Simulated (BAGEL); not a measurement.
# UHF/3-21G (density fitting with qzvpp-jkfit) run of C2H3F2S (SMILES F[CH]SCF)

Aim: the energy change on altering one bond length of C2H3F2S at UHF/3-21G (density fitting with qzvpp-jkfit), from 2 runs. 

Program for the calculation: BAGEL 1.2.2.

24 further runs of the same task are left out: 24 set aside as unsound or not needed.

## 1. The structure to begin with

The species is C2H3F2S (8 atoms), meant as a doublet with charge 0. As SMILES, `F[CH]SCF`. Geometry: relaxed at GFN2-xTB. This is one conformer, not always the lowest.

Bond lengths: F1–C2 1.337 Å, C2–S3 1.722 Å, S3–C4 1.830 Å, C4–F5 1.355 Å, C2–H6 1.082 Å, C4–H7 1.092 Å, C4–H8 1.092 Å. Angles: F1–C2–S3 116.6°, C2–S3–C4 97.4°, S3–C4–F5 111.2°, F1–C2–H6 113.1°, S3–C2–H6 119.9°, S3–C4–H7 107.4°, S3–C4–H8 109.6°, F5–C4–H7 108.5°, F5–C4–H8 108.0°, H7–C4–H8 112.1°.

## 2. The energy at UHF/3-21G (density fitting with qzvpp-jkfit)

Contents of input.json:

```json
{ "bagel" : [

{
  "title" : "molecule",
  "basis" : "3-21g",
  "df_basis" : "qzvpp-jkfit",
  "angstrom" : true,
  "geometry" : [
    { "atom" : "F", "xyz" : [       0.769100,      -0.029300,       2.621490 ] },
    { "atom" : "C", "xyz" : [       0.199810,       0.157960,       1.425790 ] },
    { "atom" : "S", "xyz" : [       0.487350,      -1.053320,       0.236500 ] },
    { "atom" : "C", "xyz" : [      -0.126790,      -0.114190,      -1.208950 ] },
    { "atom" : "F", "xyz" : [       0.725740,       0.883950,      -1.543820 ] },
    { "atom" : "H", "xyz" : [      -0.770030,       0.632600,       1.487310 ] },
    { "atom" : "H", "xyz" : [      -0.190700,      -0.810620,      -2.047560 ] },
    { "atom" : "H", "xyz" : [      -1.094470,       0.332920,      -0.970760 ] }
  ]
},

{ "title" : "uhf", "nopen" : 1 },

{ "title" : "print", "file" : "orbitals.molden", "orbitals" : true }

]}
```

On the command line:

```
BAGEL_NUM_THREADS=1 BAGEL input.json > input.out
```

What it wrote:

```text
* using 1 threads per process

  ===============================================================
  ===============================================================

  *** Geometry ***

  { "atom" : "F", "xyz" : [      1.453388,     -0.055369,      4.953898 ] },
  { "atom" : "C", "xyz" : [      0.377586,      0.298501,      2.694353 ] },
  { "atom" : "S", "xyz" : [      0.920958,     -1.990486,      0.446920 ] },
  { "atom" : "C", "xyz" : [     -0.239598,     -0.215788,     -2.284584 ] },
  { "atom" : "F", "xyz" : [      1.371450,      1.670423,     -2.917397 ] },
  { "atom" : "H", "xyz" : [     -1.455146,      1.195441,      2.810609 ] },
  { "atom" : "H", "xyz" : [     -0.360371,     -1.531850,     -3.869328 ] },
  { "atom" : "H", "xyz" : [     -2.068249,      0.629128,     -1.834471 ] },

  Number of auxiliary basis functions:      486

  Since a DF basis is specified, we compute 2- and 3-index integrals:
    o Being stored without compression. Storage requirement is 0.012 GB

  Number of basis functions:       55
  Number of electrons      :       49

    * METHOD: MOLECULE                             0.18

  *** Open-shell HF ***

  === Nuclear Repulsion ===
   225.1513592959

      * DIIS with orbital gradients will be used.

  === UHF iteration (3-21g) ===
      0       -670.16913762          0.04457579           0.08
      1       -670.27635414          0.02614740           0.08
      2       -670.30395113          0.01518580           0.08
      3       -670.31604811          0.00145026           0.08
      4       -670.31713556          0.00040209           0.08
      5       -670.31729485          0.00017814           0.08
      6       -670.31733773          0.00005116           0.08
      7       -670.31734737          0.00002327           0.08
      8       -670.31735031          0.00001126           0.08
      9       -670.31735140          0.00000526           0.08
     10       -670.31735158          0.00000244           0.08
     11       -670.31735161          0.00000105           0.08
     12       -670.31735161          0.00000051           0.08
     13       -670.31735161          0.00000021           0.08
     14       -670.31735161          0.00000010           0.08
     15       -670.31735161          0.00000005           0.08
     16       -670.31735161          0.00000003           0.08
     17       -670.31735161          0.00000001           0.08
     18       -670.31735161          0.00000001           0.08
    * SCF iteration converged.

    * S^2 (UHF) is 0.7607

    * Permanent dipole moment:
           (    1.187521,     0.082396,     0.588621) a.u.

    * METHOD: UHF                                  1.64

    * METHOD: PRINT                                0.01

  ===============================================================
```

Run time: 1.9 s. Hardware: 1 thread of Arm Neoverse V1, shared host.

## 3. The distorted shape at the same level

Contents of input.json:

```json
{ "bagel": [

{
  "title": "molecule",
  "basis": "3-21g",
  "df_basis": "qzvpp-jkfit",
  "angstrom": "true",
  "geometry": [
    { "atom": "F", "xyz": [    0.513352,   -0.328729,    2.721947 ] },
    { "atom": "C", "xyz": [   -0.055938,   -0.141469,    1.526247 ] },
    { "atom": "S", "xyz": [    0.231602,   -1.352749,    0.336957 ] },
    { "atom": "C", "xyz": [   -0.382538,   -0.413619,   -1.108493 ] },
    { "atom": "F", "xyz": [    0.725740,    0.883950,   -1.543820 ] },
    { "atom": "H", "xyz": [   -1.025778,    0.333171,    1.587767 ] },
    { "atom": "H", "xyz": [   -0.446448,   -1.110049,   -1.947103 ] },
    { "atom": "H", "xyz": [   -1.350218,    0.033491,   -0.870303 ] }
  ]
},
{ "title": "uhf", "nopen": 1 },
{ "title": "print", "file": "orbitals.molden", "orbitals": "true" }

]}
```

On the command line:

```
BAGEL_NUM_THREADS=1 BAGEL input.json > input.out
```

What it wrote:

```text
* using 1 threads per process

  ===============================================================
  ===============================================================

  *** Geometry ***

  { "atom" : "F", "xyz" : [      0.970095,     -0.621208,      5.143734 ] },
  { "atom" : "C", "xyz" : [     -0.105708,     -0.267338,      2.884189 ] },
  { "atom" : "S", "xyz" : [      0.437664,     -2.556325,      0.636756 ] },
  { "atom" : "C", "xyz" : [     -0.722892,     -0.781627,     -2.094748 ] },
  { "atom" : "F", "xyz" : [      1.371450,      1.670423,     -2.917397 ] },
  { "atom" : "H", "xyz" : [     -1.938439,      0.629602,      3.000445 ] },
  { "atom" : "H", "xyz" : [     -0.843664,     -2.097689,     -3.679491 ] },
  { "atom" : "H", "xyz" : [     -2.551542,      0.063289,     -1.644634 ] },

  Number of auxiliary basis functions:      486

  Since a DF basis is specified, we compute 2- and 3-index integrals:
    o Being stored without compression. Storage requirement is 0.012 GB

  Number of basis functions:       55
  Number of electrons      :       49

    * METHOD: MOLECULE                             0.18

  *** Open-shell HF ***

  === Nuclear Repulsion ===
   215.3018059981

      * DIIS with orbital gradients will be used.

  === UHF iteration (3-21g) ===
      0       -669.98440096          0.05278493           0.08
      1       -670.14584094          0.04137117           0.08
      2       -670.21389468          0.02809061           0.08
      3       -670.26016380          0.00247349           0.08
      4       -670.26295485          0.00122397           0.08
      5       -670.26362429          0.00041639           0.09
      6       -670.26377405          0.00012672           0.08
      7       -670.26381064          0.00005976           0.08
      8       -670.26382474          0.00002817           0.08
      9       -670.26383178          0.00001675           0.08
     10       -670.26383610          0.00000884           0.08
     11       -670.26384029          0.00000556           0.08
     12       -670.26384256          0.00000524           0.08
     13       -670.26384532          0.00000512           0.08
     14       -670.26384642          0.00000517           0.08
     15       -670.26384317          0.00000504           0.08
     16       -670.26383433          0.00000465           0.08
     17       -670.26381965          0.00000538           0.08
     18       -670.26382264          0.00000492           0.08
     19       -670.26381767          0.00000646           0.09
     20       -670.26381593          0.00000700           0.08
     21       -670.26382892          0.00000432           0.08
     22       -670.26382639          0.00000417           0.09
     23       -670.26381696          0.00000372           0.08
     24       -670.26380110          0.00000833           0.09
     25       -670.26380142          0.00001043           0.08
     26       -670.26380022          0.00000268           0.08
     27       -670.26379160          0.00001425           0.08
     28       -670.26379234          0.00000211           0.09
     29       -670.26379096          0.00000197           0.08
     30       -670.26379026          0.00000122           0.08
     31       -670.26378989          0.00000118           0.08
     32       -670.26378977          0.00000052           0.08
     33       -670.26378968          0.00000037           0.08
     34       -670.26378963          0.00000033           0.08
     35       -670.26378959          0.00000032           0.08
     36       -670.26378958          0.00000030           0.08
     37       -670.26378958          0.00000031           0.08
     38       -670.26378959          0.00000031           0.08
     39       -670.26378956          0.00000028           0.08
     40       -670.26378952          0.00000023           0.08
     41       -670.26378949          0.00000019           0.08
     42       -670.26378944          0.00000008           0.08
     43       -670.26378943          0.00000004           0.08
     44       -670.26378943          0.00000003           0.08
     45       -670.26378942          0.00000001           0.08
     46       -670.26378942          0.00000001           0.08
     47       -670.26378942          0.00000001           0.08
    * SCF iteration converged.

    * S^2 (UHF) is 0.7676

    * Permanent dipole moment:
           (    1.435386,     0.489159,     0.282644) a.u.

    * METHOD: UHF                                  4.08

    * METHOD: PRINT                                0.01

  ===============================================================
```

Run time: 4.5 s. Hardware: 1 thread of Arm Neoverse V1, shared host.

## 4. Results

Level: UHF/3-21G (density fitting with qzvpp-jkfit).

| quantity | value |
| --- | --- |
| first shape: total energy | -670.31735 Eh |
| first shape: dipole moment | 3.38 D |
| first shape: ⟨S²⟩ | 0.761 |
| distorted shape: total energy | -670.26379 Eh |
| distorted shape: dipole moment | 3.92 D |
| distorted shape: ⟨S²⟩ | 0.768 |
| energy change with the C4–F5 bond stretched from 1.355 to 1.761 Å | 1.458 eV |

**Reading.** With the C4–F5 bond stretched from 1.355 to 1.761 Å the energy rises by 1.46 eV (141 kJ/mol). The first shape isn't relaxed at this level, so the change isn't measured from a minimum.
